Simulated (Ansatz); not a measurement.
# C₄H₈N₂: one species, many methods

An exercise on one series of results from a longer session: the logs are not shown, and one member is left open.

Method: functionals in def2-TZVPP, the program's frozen cores in correlated methods; program: Ansatz 0.2.0, Gaussian basis.

Levels to be run: PBE-D4, r2SCAN-D4, PBE0-D4, B3LYP-D4, ωB97X-V, ωB97M-V, B2PLYP; CCSD(T)/def2-TZVPP; MP2/def2-QZVPP; extrapolation to the limit.

**The geometry**

All runs share one geometry, relaxed beforehand with PBE0-D4 in a triple-zeta def2 set.

SMILES `CNCC=C=N`, 14 atoms, charge 0, spin multiplicity 1.

Atoms are counted from 1 here; the program's logs count them from 0.

Bond lengths: C1–N2 1.446 Å, C1–H7 1.092 Å, C1–H8 1.094 Å, C1–H9 1.101 Å, N2–C3 1.449 Å, N2–H10 1.012 Å, C3–C4 1.514 Å, C3–H11 1.094 Å, C3–H12 1.094 Å, C4–C5 1.306 Å, C4–H13 1.085 Å, C5–N6 1.221 Å, N6–H14 1.018 Å. Angles: N2–C1–H7 109.5°, N2–C1–H8 109.2°, N2–C1–H9 114.3°, H7–C1–H8 107.5°, H7–C1–H9 108.4°, H8–C1–H9 107.7°, C1–N2–C3 114.2°, C1–N2–H10 110.2°, C3–N2–H10 110.0°, N2–C3–C4 116.1°, N2–C3–H11 108.0°, N2–C3–H12 107.9°, C4–C3–H11 109.1°, C4–C3–H12 108.7°, H11–C3–H12 106.7°, C3–C4–C5 123.2°, C3–C4–H13 119.2°, C5–C4–H13 117.7° and more.

Set-up of the first run:

Contents of in.yaml:

```yaml
crystal:
  periodic: [false, false, false]
  atoms:
    - {symbol: C, position_ang: [-0.207752, -0.563294, 1.648500]}
    - {symbol: N, position_ang: [0.946909, -0.893547, 0.843597]}
    - {symbol: C, position_ang: [0.747493, -0.715438, -0.580411]}
    - {symbol: C, position_ang: [0.466833, 0.699135, -1.040630]}
    - {symbol: C, position_ang: [-0.712293, 1.102441, -1.432025]}
    - {symbol: N, position_ang: [-1.786753, 1.420559, -1.915771]}
    - {symbol: H, position_ang: [0.033511, -0.699373, 2.704277]}
    - {symbol: H, position_ang: [-1.024482, -1.249791, 1.406112]}
    - {symbol: H, position_ang: [-0.580196, 0.462837, 1.506860]}
    - {symbol: H, position_ang: [1.750701, -0.359896, 1.149713]}
    - {symbol: H, position_ang: [-0.077360, -1.363227, -0.890209]}
    - {symbol: H, position_ang: [1.642634, -1.079522, -1.092870]}
    - {symbol: H, position_ang: [1.267435, 1.431386, -1.017095]}
    - {symbol: H, position_ang: [-2.479779, 1.778733, -1.261349]}
basis:
  gaussian: {orbitals: def2-TZVPP}
hamiltonian: {xc: pbe, dispersion: d4}
output: {forces: true, orbitals: {seedname: orbitals}}
```

Started as:

```sh
$ ansatz run in.yaml --threads 4 --pin off --events-out ev --progress --plain --max-ram 10444MiB
```

Steps of the session up to this table: PBE-D4 (GGA); r2SCAN-D4 (meta-GGA); PBE0-D4 (hybrid); B3LYP-D4 (hybrid); ωB97X-V (range-separated); ωB97M-V (range-separated); B2PLYP (double hybrid); CCSD(T) in def2-TZVPP; MP2 in def2-QZVPP.

One table of the session follows, with a row left open; its other results are not shown here.

| method | atomisation energy (eV) |
| --- | --- |
| PBE-D4 | 60.144 |
| r2SCAN-D4 | 58.147 |
| PBE0-D4 | ? |
| B3LYP-D4 | 58.418 |
| ωB97X-V | 58.196 |
| ωB97M-V | 58.310 |
| B2PLYP | 57.635 |
| HF/def2-TZVPP | 40.556 |
| MP2/def2-TZVPP | 57.282 |
| CCSD/def2-TZVPP | 55.267 |
| CCSD(T)/def2-TZVPP | 56.293 |
| MP2/CBS | 58.860 |
| CCSD(T)/CBS | 57.871 |

Q: Estimate the row for PBE0-D4 from the others.

As computed: atomisation energy (eV): 58.670. In the column «atomisation energy (eV)» it lies between B3LYP-D4 (58.418) and MP2/CBS (58.860).

Caveats from the session: Free atoms (4 C, 2 N, 8 H) were run apart at each level; the atomisation energy is their sum less the molecule, without zero-point or spin-orbit terms.
